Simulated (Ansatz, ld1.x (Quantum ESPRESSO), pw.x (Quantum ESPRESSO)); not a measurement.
## Equation-of-state test of one TM potential (Tc (Z = 43))

ld1.x (Quantum ESPRESSO) 7.5 input, shortened:

```
&input
   title='Tc', zed=43., rel=1, dft='PBESOL', iswitch=3,
   config='[Kr] 4d5 5s2 5p0'
 /
 &inputp
   pseudotype=2, tm=.true., lloc=1,
   nlcc=.true., new_core_ps=.true., rcore=1.55
 /
3
5S  1  0   2.00   0.00  2.10  2.10  0.0
4D  3  2   5.00   0.00  1.65  1.65  0.0
5P  2  1   0.00   0.00  3.05  3.05  0.0
 &test
   configts(1)='4d5 5s2 5p0'
 /
```

Atomic tests: cutoffs needed: 50 Ry and 60 Ry (the cutoffs (Ry, on a coarse ladder) from which the occupation-weighted sum of valence levels, in a spherical-Bessel basis at the reference potential, stays within 10 and 1 mRy of its value at 400 Ry); ghost test: no extra level below or beside the all-electron valence levels (s, d, p, f tested) (spherical-Bessel basis up to 400 Ry, 20 bohr box); largest excitation error: -388 meV (all-electron minus pseudo) for 4d4 5s0 5p0, out of 7 test configurations.

Crystal test: bcc Tc in pw.x 7.5, no spin, 15³ k-points, Fermi–Dirac smearing 0.01 Ry, cutoffs 75/300 Ry. The reference is all-electron LAPW (Ansatz 0.2.0) with the same functional, mesh and smearing; V0 and B0 come from Birch–Murnaghan fits to the pressures at five volumes. Errors are pseudo minus all-electron; Δ is the rms difference of the E(V) curves that follow from these fits, minima aligned, over ±6 % about the mean V0. Mesh and smearing are coarse, so the numbers serve the comparison and aren't converged zero-temperature values; the lattice is a test structure that the element need not adopt.

All-electron: a0 = 3.051 Å (V0 = 14.20 Å³/atom), B0 = 316.6 GPa.

Problem. How far does the potential miss the all-electron equation of state?

Solution. mean pressure error (GPa): +54.25. The pressure does not cross zero within the volumes sampled, so no fit is given. The largest radius (3.05 bohr) exceeds half the bond length (2.50 bohr), so the spheres overlap, which is one possible source of error among others. This is a poor potential for the solid.

```json
{"V (Å³/atom)": "13.494", "P all-electron (GPa)": "18.26", "P pseudo (GPa)": "83.99"}
{"V (Å³/atom)": "13.849", "P all-electron (GPa)": "8.52", "P pseudo (GPa)": "67.80"}
{"V (Å³/atom)": "14.204", "P all-electron (GPa)": "0.02", "P pseudo (GPa)": "53.61"}
{"V (Å³/atom)": "14.559", "P all-electron (GPa)": "-7.38", "P pseudo (GPa)": "41.17"}
{"V (Å³/atom)": "14.914", "P all-electron (GPa)": "-13.82", "P pseudo (GPa)": "30.26"}
```

Problem. At the middle volume, how do free energy and pressure move when the wave cutoff is lowered (ecutrho kept at four times it)?

Solution.

```csv
cutoff (Ry),shift of F (meV/atom),shift of P (GPa)
34,+1467.8,-68.83
45,+160.5,-11.86
60,+2.4,-0.10
```

The run at the middle volume (120 k-points, 6 iterations) took about 7.7 s on one core of a shared host (Intel(R) Xeon(R) 6975P-C, 192 threads, 378 GiB, load 84).
